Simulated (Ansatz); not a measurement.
The same path of C3H9NS (14 atoms, charge 0, multiplicity 1) was run 3 times with different band settings. The coordinate that changes most is the height of N5 over the plane of its neighbours.

Level of theory: RKS PBE/def2-mTZVP (Ansatz).

Relaxed end points:

```xyz
14
Properties=species:S:1:pos:R:3
C -1.444 -0.516 1.655
S 0.332 -0.623 1.240
C 0.265 -0.082 -0.572
C 1.680 -0.234 -1.112
N -0.238 1.248 -0.828
H -1.823 0.515 1.596
H -2.049 -1.171 1.011
H -1.554 -0.857 2.693
H -0.407 -0.798 -1.071
H 2.375 0.441 -0.589
H 2.045 -1.262 -0.985
H 1.696 0.021 -2.181
H -1.208 1.347 -0.517
H 0.317 1.940 -0.312
```

```xyz
14
Properties=species:S:1:pos:R:3
C -1.341 -0.706 1.774
S 0.395 -0.753 1.203
C 0.175 -0.056 -0.501
C 1.538 -0.126 -1.191
N -0.428 1.271 -0.419
H -1.772 0.273 1.531
H -1.938 -1.505 1.314
H -1.333 -0.847 2.862
H -0.540 -0.706 -1.032
H 2.281 0.479 -0.649
H 1.914 -1.158 -1.249
H 1.461 0.270 -2.216
H -0.683 1.598 -1.358
H 0.255 1.936 -0.040
```

Common settings: optimiser quadratic models (default); start path IDPP; force threshold 0.05 eV/Å; iteration limit 60; end points relaxed.

| run | movable images | climbing image | spring |
| --- | --- | --- | --- |
| 1 | 5 | yes | 5.0 eV/Å² |
| 2 | 8 | no | 5.0 eV/Å² |
| 3 | 5 | yes | 0.1 eV/Å² |

(1) What does each run give, and how far can it be trusted?

## Answers

(1) Run 1: converged after 7 iterations, highest image 0.205 eV above the first end. A vibrational analysis at the climbing image gives one clearly imaginary mode, 581i cm⁻¹: a first-order saddle point.
Run 2: converged after 8 iterations, highest image 0.201 eV above the first end. No image climbed, so the highest image needn't sit at the top of the path.
Run 3: converged after 7 iterations, highest image 0.205 eV above the first end. Another band between the same ends (5 images) ends at a top of the same energy, where a vibrational analysis finds 1 clearly imaginary mode.
